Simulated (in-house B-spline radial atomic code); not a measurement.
# RPA and G0W0 on PBEsol: neutral krypton

Configuration [Ar] 3d10 4s2 4p6, mean-field start PBEsol. Computed with an all-electron radial atomic-structure program (B-spline basis): all electrons, non-relativistic, point nucleus, each spin shell either full or empty, empty states to l = 9 with an (l + 1/2)⁻⁴ tail; G0W0 by contour deformation at full frequency.

Command:
```bash
python run_gw.py task.json out
```
Settings (radii: box in bohr, nucleus in fm):
```
Z                        36
electrons                36
configuration            [Ar] 3d10 4s2 4p6
hamiltonian              nr
method                   pbesol
lmax                     9
spin_polarised           False
box_radius               40
intervals                56
```

Cost of the run: 2.7 s on 1 thread of Arm Neoverse N1, on a shared host.

Energies (hartree):

```csv
term,value
mean-field total,-2751.69035
Hartree-Fock functional on these orbitals,-2752.02513
direct second order,-3.0423
second-order exchange,0.8708
SOSEX correction,0.79609
```

(1) What is the RPA correlation energy, and what remains with SOSEX?

Quasi-particle levels (eV):

```csv
level,occupied,mean field,Σx - vxc,Σc,QP weight,G0W0
4p,yes,-9.274,-4.90,?,?,?
```

G0W0 = mean field + (Σx - vxc) + Σc, with Σc (partial-wave tail included) taken at the quasi-particle energy. Only the outer levels were computed. Levels of low weight are left out.

(2) Where does G0W0 put 4p?

Results:

(1) RPA gives -2.616 hartree (-1.98 eV per electron); RPA + SOSEX gives -1.8199, and the second-order doubles -2.1715 hartree (no singles). SOSEX takes back 30 % of the RPA value.

(2) At -13.961 eV, with Σc = 0.21 eV and a quasi-particle weight of 0.846. The tabulated removal energy is 14.000 eV (NIST, measured); the calculation leaves out relativity, Breit and QED terms, and what these don't explain is the method's own error.
